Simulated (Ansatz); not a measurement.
Molecule: thiophene, C4H4S, net charge 0, singlet state. SMILES: c1ccsc1
Structure (B3LYP-D3(BJ)/def2-TZVP (Ansatz, a first-principles code) minimum search):
```xyz
9

S     -0.0075     0.0093     1.1889
C     -0.0031     1.2348    -0.0155
C      0.0032    -1.2349     0.0038
C      0.0061     0.7012    -1.2720
C      0.0098    -0.7210    -1.2609
H     -0.0076     2.2744     0.2670
H      0.0041    -2.2700     0.3026
H      0.0102     1.2987    -2.1721
H      0.0169    -1.3325    -2.1515
```

Quantity: atomisation energy, in kcal/mol. Set-up: LANL2DZ with its own core potentials from Na on; atomisation electronic, to ground-state atoms; spin-orbit terms left out; non-relativistic; 6-31G* and kin with 6d, 5d where marked; 6-311+G** with 5d, 6d on Na to Ar in Ansatz; open shells spin-unrestricted. Ab initio and DFT rows: single points at B3LYP-D3(BJ) geometries (Ansatz). The Hartree-Fock reference of c1ccsc1 is unstable towards a lower, spin-broken solution.

```
level         program  atomisation energy (kcal/mol)
------------  -------  -----------------------------
HF/STO-3G      Ansatz                          815.3
HF/3-21G       Ansatz                          631.5
HF/LANL2DZ     Ansatz                          621.5
HF/6-31G*      Ansatz                          688.4
HF/6-311+G**   Ansatz                          685.8
```

No value to compare with is used here. The 5 habitual levels span 621.5 (HF/LANL2DZ) to 815.3 kcal/mol (HF/STO-3G).

The sets are all those run for this method; runs whose electronic state is in doubt are left out.
